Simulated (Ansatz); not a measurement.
# CH7B: the cost of one run

Method: RKS PBE0-D4/def2-SVP, in Ansatz 0.2.0.

**1. The system as given**

Bond lengths: C2–H3 1.110 Å, C2–H4 1.110 Å, C2–H5 1.110 Å, B1–H6 1.190 Å, B1–H7 1.190 Å. Angles: H3–C2–H4 109.4°, H3–C2–H5 109.4°, H4–C2–H5 109.4°, H6–B1–H7 120.0°.

Coordinates:

```xyz
9

B     0.0000    0.0000    0.0000
C     0.0000    0.0000    1.9500
H    -0.9996   -0.3092    2.3205
H     0.7676   -0.7111    2.3205
H     0.2320    1.0203    2.3205
H     1.0305    0.0000   -0.5950
H    -1.0305    0.0000   -0.5950
H    -0.1908   -1.4011    0.4698
H    -0.1595   -1.1709    1.3616
```

**2. A restrained relaxation towards end A**

Springs on the bonds that form and break draw the guess towards this end; the thresholds are loose.

Contents of input.yaml:

```yaml
crystal:
  periodic: [false, false, false]
  atoms:
    - { symbol: B, position_ang: [0.0, 0.0, 0.0] }
    - { symbol: C, position_ang: [0.0, 0.0, 1.95] }
    - { symbol: H, position_ang: [-0.9996, -0.3092, 2.3205] }
    - { symbol: H, position_ang: [0.7676, -0.7111, 2.3205] }
    - { symbol: H, position_ang: [0.232, 1.0203, 2.3205] }
    - { symbol: H, position_ang: [1.0305, 0.0, -0.595] }
    - { symbol: H, position_ang: [-1.0305, 0.0, -0.595] }
    - { symbol: H, position_ang: [-0.1908, -1.4011, 0.4698] }
    - { symbol: H, position_ang: [-0.1595, -1.1709, 1.3616] }
basis:
  gaussian: { orbitals: def2-SVP }
hamiltonian:
  xc: pbe0
  dispersion: d4
relax:
  f_tol: 0.15
  max_steps: 25
  restrain:
    - { distance: [0, 7], at: 2.39, k: 30.0 }
    - { distance: [8, 1], at: 2.31, k: 30.0 }
    - { distance: [0, 1], at: 1.6, k: 30.0 }
    - { distance: [8, 7], at: 0.66, k: 30.0 }
```

On the command line:

```bash
$ ansatz run input.yaml --threads 1 --pin off --max-ram 2048MiB --backend cpu --events-out ev --progress --plain --runs-dir out
```

Q: Estimate wall time and peak memory on 1 thread of Arm Neoverse V1, shared host.

About 19 s, with a peak of 0.11 GiB.
